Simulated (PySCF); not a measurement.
**Working out the ionisation energy of Al**

Al [Ne] 3s2 3p1 (2P) → Al⁺ [Ne] 3s2 (1S). Calculation: PySCF 2.14, in dyall-acv3z; no relativity, point nucleus. Frozen: 1s2; the 18 highest virtual orbitals dropped. Energies in hartree (1 hartree = 27.21139 eV):

```csv
part,Al (lower),Al⁺ (upper)
UHF,-241.880619,-241.674488
CCSD correlation,-0.343474,-0.331958
(T),-0.005003,-0.004035
```

What does Hartree-Fock give?

(-241.674488) − (-241.880619) = 0.206131 hartree = 5.609 eV.

What do CCSD and CCSD(T) give?

The CCSD correlation energies differ by 0.011516 hartree = 0.313 eV and the triples by 0.000968 hartree = 0.026 eV, so CCSD gives 5.922 eV and CCSD(T) 5.948 eV.

Measured between the centres of the two terms (NIST): 5.977 eV, so CCSD(T) (valence and next inner shell) is off by -0.029 eV.

What remains against the reference includes basis incompleteness, the frozen core and higher excitations.
